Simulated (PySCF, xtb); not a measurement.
Homolysis of single bonds, series Si Cl-H. Isolated molecules, 0 K electronic values unless said otherwise. Strings in code marks are SMILES.

Quantity: homolytic bond dissociation enthalpy at 298 K (no spin–orbit term), in eV. Enthalpy corrections at 298 K come from GFN2-xTB frequencies (xtb).

Level 1: B3LYP-D3(BJ)/def2-TZVP (PySCF)
Level 2: PBE-D3(BJ)/def2-TZVP // B3LYP-D3(BJ)/def2-TZVP (PySCF)
Level 3: B3LYP/6-311+G** // B3LYP-D3(BJ)/def2-TZVP (PySCF)
Level 4: PBE/6-31G* // B3LYP-D3(BJ)/def2-TZVP (PySCF)

```csv
species,level 1,level 2,level 3,level 4
"Cl–Si bond of `Cl[Si](Cl)(Cl)Cl`, giving `Cl[Si](Cl)Cl` and `[Cl]`",4.53,4.64,4.15,4.42
"Cl–Si bond of `Cl[SiH2]Cl`, giving `[Cl]` and `[SiH2]Cl`",4.64,4.75,4.33,4.56
"Si–Cl bond of `[SiH3]Cl`, giving `[Cl]` and `[SiH3]`",4.60,4.71,4.32,4.52
"Cl–Si bond of `Cl[SiH](Cl)Cl`, giving `Cl[SiH]Cl` and `[Cl]`",4.61,4.72,4.26,4.52
```
